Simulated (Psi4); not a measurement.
# SO3 (sulfur trioxide): wB97X/6-311+G(d,p)

Aim: the vertical electron affinity of SO3 (sulfur trioxide) at wB97X/6-311+G**, from 2 runs. 

Program for the calculation: Psi4 1.11.

2 further runs of the same task are left out: 2 set aside as unsound or not needed.

## 1. The molecule

SO3: 4 atoms, total charge 0, spin state singlet. As SMILES, `O=S(=O)=O`. Geometry: relaxed at PBE0-D4/def2-TZVP.

Bond lengths: O1–S2 1.419 Å, S2–O3 1.419 Å, S2–O4 1.419 Å. Angles: O1–S2–O3 120.0°, O1–S2–O4 120.0°, O3–S2–O4 120.0°.

## 2. A single-point energy at wB97X/6-311+G(d,p)

o3s.xyz

```xyz
4
O3S
O     -1.121570    -0.684610     0.536720
S      0.000010    -0.000030    -0.000040
O      1.308940    -0.327680     0.440460
O     -0.187380     1.012320    -0.977150
```

o3s.py

```python
import psi4

psi4.set_memory(2200000000)
psi4.set_num_threads(1)
psi4.core.set_output_file('o3s.out', False)

with open('o3s.xyz') as f:
    atoms = ''.join(f.readlines()[2:])
geom = psi4.geometry('0 1\n' + atoms + 'symmetry c1')

psi4.set_options({
    'basis': '6-311+G**',
    'reference': 'rks',
    'puream': True,
    'e_convergence': 1e-09,
    'd_convergence': 1e-08,
    'scf_type': 'pk',
    'dft_radial_points': 99,
    'dft_spherical_points': 590,
})

e, wfn = psi4.energy('WB97X', return_wfn=True)
psi4.oeprop(wfn, 'MULLIKEN_CHARGES', 'DIPOLE', 'WIBERG_LOWDIN_INDICES', title='WB97X')
print('E =', round(e, 9))
```

On the command line:

```console
$ python o3s.py
```

o3s.out, shortened:

```text
[...]
  Running in c1 symmetry.
[...]
  Nuclear repulsion =  184.488954358715631
[...]
  Multiplicity = 1
[...]
  Nalpha       = 20
  Nbeta        = 20
[...]
    Number of basis functions: 96
[...]
   @RKS iter   1:  -623.46608494635461    5.15189e-01   9.88034e-03 DIIS/ADIIS
[...]
   @RKS iter  11:  -623.77662120723380   -1.02318e-12   1.33794e-09 DIIS
[...]
    Orbital Energies [Eh]
    ---------------------
    Doubly Occupied:
       1A    -89.123528     2A    -19.283060     3A    -19.283059
       4A    -19.283019     5A     -8.300979     6A     -6.263537
       7A     -6.260120     8A     -6.260119     9A     -1.377251
      10A     -1.236599    11A     -1.236595    12A     -0.761488
      13A     -0.698378    14A     -0.663708    15A     -0.663708
      16A     -0.547970    17A     -0.547968    18A     -0.517424
      19A     -0.517421    20A     -0.462090
[...]
  @RKS Final Energy:  -623.77662120723380
   => Energetics <=
    Nuclear Repulsion Energy =            184.4889543587156311
    One-Electron Energy =               -1224.0665556052304055
    Two-Electron Energy =                 454.0598777167182334
    DFT Exchange-Correlation Energy =     -38.2588976774371616
    Empirical Dispersion Energy =           0.0000000000000000
    VV10 Nonlocal Energy =                  0.0000000000000000
    Total Energy =                       -623.7766212072338021
[...]
 Multipole Moments:
 ------------------------------------------------------------------------------------
     Multipole            Electronic (a.u.)      Nuclear  (a.u.)        Total (a.u.)
 ------------------------------------------------------------------------------------
 L = 1.  Multiply by 2.5417464519 to convert [e a0] to [Debye]
 Dipole X            :          0.0000367            0.0000001            0.0000368
 Dipole Y            :         -0.0000701           -0.0000004           -0.0000705
 Dipole Z            :         -0.0000915           -0.0000005           -0.0000920
 Magnitude           :                                                    0.0001216
[...]
  Mulliken Charges: (a.u.)
   Center  Symbol    Alpha    Beta     Spin     Total
       1     O     4.09228  4.09228  0.00000 -0.18457
       2     S     7.72316  7.72316  0.00000  0.55368
       3     O     4.09228  4.09228  0.00000 -0.18456
       4     O     4.09228  4.09228  0.00000 -0.18456
   Total alpha = 20.00000, Total beta = 20.00000, Total charge =  0.00000
  Wiberg Bond Indices using Orthogonal Lowdin Orbitals:
[...]
```

Standard output:

```text
E = -623.776621207
```

It took 26 s on 1 thread of Intel Xeon at 2.50GHz (Skylake/Cascade Lake), shared host; peak memory 0.95 GiB.

## 3. The doublet anion, same level

calc.inp

```
memory 2.2 GB

molecule {
  -1 2
  O     -1.121570    -0.684610     0.536720
  S      0.000010    -0.000030    -0.000040
  O      1.308940    -0.327680     0.440460
  O     -0.187380     1.012320    -0.977150
  symmetry c1
  no_reorient
  no_com
}

set {
  reference            uks
  puream               true
  e_convergence        1e-09
  d_convergence        1e-08
  scf_type             pk
  dft_radial_points    99
  dft_spherical_points 590
  maxiter              100
}

energy_value, wavefunction = energy("wb97x/6-311+G**", return_wfn=True)
oeprop(wavefunction, "MULLIKEN_CHARGES", "MAYER_INDICES", "QUADRUPOLE")
```

On the command line:

```console
$ psi4 calc.inp calc.out -n 1
```

calc.out, shortened:

```text
[...]
  Running in c1 symmetry.
[...]
  Nuclear repulsion =  184.488954358715631
[...]
  Multiplicity = 2
[...]
  Nalpha       = 21
  Nbeta        = 20
[...]
    Number of basis functions: 96
[...]
   @UKS iter   1:  -623.45489456662506    5.26380e-01   1.03979e-02 ADIIS/DIIS
[...]
   @UKS iter  17:  -623.78481782468896   -5.68434e-13   3.41430e-09 DIIS
[...]
   @S^2 Observed:                7.542057090E-01
[...]
  @UKS Final Energy:  -623.78481782468896
   => Energetics <=
    Nuclear Repulsion Energy =            184.4889543587156311
    One-Electron Energy =               -1236.0750736985687581
    Two-Electron Energy =                 466.2763841632716435
    DFT Exchange-Correlation Energy =     -38.4750826481073389
    Empirical Dispersion Energy =           0.0000000000000000
    VV10 Nonlocal Energy =                  0.0000000000000000
    Total Energy =                       -623.7848178246889574
[...]
 Multipole Moments:
 ------------------------------------------------------------------------------------
     Multipole            Electronic (a.u.)      Nuclear  (a.u.)        Total (a.u.)
 ------------------------------------------------------------------------------------
 L = 1.  Multiply by 2.5417464519 to convert [e a0] to [Debye]
 Dipole X            :          0.0000126            0.0001512            0.0001637
 Dipole Y            :         -0.0008214           -0.0004535           -0.0012749
 Dipole Z            :         -0.0005986           -0.0007559           -0.0013545
 Magnitude           :                                                    0.0018673
 L = 2.  Multiply by 1.3450342976 to convert [e a0^2] to [Debye ang]
 Quadrupole XX       :       -115.5040875           85.8870932          -29.6169943
 Quadrupole XY       :         -4.6456601            4.2634531           -0.3822070
[...]
  Mulliken Charges: (a.u.)
   Center  Symbol    Alpha    Beta     Spin     Total
       1     O     4.28786  4.15116  0.13670 -0.43903
       2     S     8.13642  7.54652  0.58990  0.31706
       3     O     4.28786  4.15116  0.13670 -0.43901
       4     O     4.28786  4.15116  0.13670 -0.43902
   Total alpha = 21.00000, Total beta = 20.00000, Total charge = -1.00000
  Mayer Bond Indices:
  Total Bond Index:
  Irrep: 1 Size: 4 x 4
[...]
```

Wall time 43 s (1 thread of Intel Xeon at 2.50GHz (Skylake/Cascade Lake), shared host); peak memory 0.96 GiB.

## 4. Results

At wB97X/6-311+G**:

| quantity | value |
| --- | --- |
| singlet SO3: total energy | -623.77662 Eh |
| singlet SO3: dipole moment | 0.00 D |
| singlet SO3: HOMO energy | -12.57 eV |
| singlet SO3: LUMO energy | -0.49 eV |
| singlet SO3: HOMO–LUMO gap | 12.08 eV |
| doublet anion: total energy | -623.78482 Eh |
| doublet anion: HOMO energy (highest over α and β) | 0.01 eV |
| doublet anion: LUMO energy (lowest over α and β) | 5.49 eV |
| doublet anion: ⟨S²⟩ | 0.754 |
| vertical electron affinity (to the doublet anion) | 0.223 eV |

At fixed nuclei the extra electron is bound by 0.22 eV (21.5 kJ/mol). The HOMO (doublet anion) lies at positive energy, 0.01 eV; only total energies tell whether the electron is bound.
